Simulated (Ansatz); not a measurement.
# CH₅NSi (SMILES C=N[SiH3]): one structure at several levels

One table from this session's results is given with a row withheld; the runs are named, their logs left out.

Method: single points in def2-TZVPP; program: Ansatz 0.2.0, Gaussian basis.

Cores are frozen in the correlated methods.

## Starting geometry

SMILES `C=N[SiH3]`, 8 atoms, charge 0, spin multiplicity 1.

Atoms are counted from 1 here; the program's logs count them from 0.

Bond lengths: C1–N2 1.296 Å, C1–H4 1.095 Å, C1–H5 1.141 Å, N2–Si3 1.787 Å, Si3–H6 1.544 Å, Si3–H7 1.496 Å, Si3–H8 1.488 Å. Angles: N2–C1–H4 119.3°, N2–C1–H5 123.2°, H4–C1–H5 117.5°, C1–N2–Si3 133.8°, N2–Si3–H6 110.5°, N2–Si3–H7 111.4°, N2–Si3–H8 103.2°, H6–Si3–H7 108.5°, H6–Si3–H8 110.8°, H7–Si3–H8 112.3°.

Coordinates:

```xyz
8
CH5NSi
C    -1.0055    0.5972   -1.1035
N    -0.5214   -0.3914   -0.4192
Si    0.7469   -0.5260    0.8324
H    -1.8093    0.4081   -1.8232
H    -0.6392    1.6721   -0.9928
H     0.3941    0.3474    2.0553
H     2.0798   -0.0932    0.3090
H     0.7214   -1.9705    1.1885
```

Set-up of the first run:

Contents of run/in.yaml:

```yaml
crystal:
  periodic: [false, false, false]
  atoms:
    - {symbol: C, position_ang: [-1.005500, 0.597200, -1.103500]}
    - {symbol: N, position_ang: [-0.521400, -0.391400, -0.419200]}
    - {symbol: Si, position_ang: [0.746900, -0.526000, 0.832400]}
    - {symbol: H, position_ang: [-1.809300, 0.408100, -1.823200]}
    - {symbol: H, position_ang: [-0.639200, 1.672100, -0.992800]}
    - {symbol: H, position_ang: [0.394100, 0.347400, 2.055300]}
    - {symbol: H, position_ang: [2.079800, -0.093200, 0.309000]}
    - {symbol: H, position_ang: [0.721400, -1.970500, 1.188500]}
basis:
  gaussian: {orbitals: def2-TZVPP}
correlation: {method: ccsd_t}
output: {forces: true}
```

No record of the launch command was kept for these runs.

Steps of the session up to this table: CCSD(T)/def2-TZVPP; PBE0-D4/def2-TZVPP; wB97M-V/def2-TZVPP; r2SCAN-D4/def2-TZVPP; PBE-D4/def2-TZVPP; HSE06-D4/def2-TZVPP; wB97X-V/def2-TZVPP.

One of the session's tables, all rows but one given; the rest of the session is left out.

| method | RMS force component (eV/Å) | angle to CCSD(T) forces (°) | dipole (D) |
| --- | --- | --- | --- |
| CCSD(T) | 0.615 | reference | 1.33 |
| PBE0-D4 | 0.821 | 17.1 | 1.38 |
| wB97M-V | 0.811 | 14.9 | 1.41 |
| r2SCAN-D4 | 0.748 | 14.4 | 1.34 |
| PBE-D4 | 0.644 | 16.4 | 1.26 |
| HSE06-D4 | ? | ? | ? |
| wB97X-V | 0.798 | 15.5 | 1.44 |

Estimate the missing values for HSE06-D4.

**Answer.** RMS force component (eV/Å): 0.816; angle to CCSD(T) forces (°): 16.9; dipole (D): 1.37. In the column «RMS force component (eV/Å)» it lies between wB97M-V (0.811) and PBE0-D4 (0.821).
